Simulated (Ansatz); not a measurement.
MgCl₂⁻. Charge -1, multiplicity 2. Geometry PBE0-D4/def2-TZVPD; atoms count from 1.

```xyz
3

Mg    0.008    0.580   -0.526
Cl   -1.991   -0.321    0.197
Cl    1.983   -0.259    0.329
```

The structure comes from a short search, and lower isomers may exist.

Problem. Estimate the Mulliken populations from the PBE0/def2-TZVPD orbitals of Ansatz.

Solution. 
```
atom  charge (e)  spin (α − β)
 Mg1        0.09          1.12
 Cl2       -0.54         -0.06
 Cl3       -0.54         -0.06
```
Mulliken values and Mayer orders depend strongly on the basis. With diffuse functions, as here, like atoms can get unlike values, and bond orders can come out too low or too high.

Problem. Where does the spin sit?

Solution. Summed by element: Mg 1.12, Cl -0.12, of 1 unpaired in all. Largest on single atoms: Mg1 1.12, Cl2 -0.06, Cl3 -0.06.

Problem. And the Mayer bond orders between bonded heavy atoms (over 0.3)?

Solution. Mg1–Cl2 0.34 (2.31 Å); Mg1–Cl3 0.34 (2.31 Å).
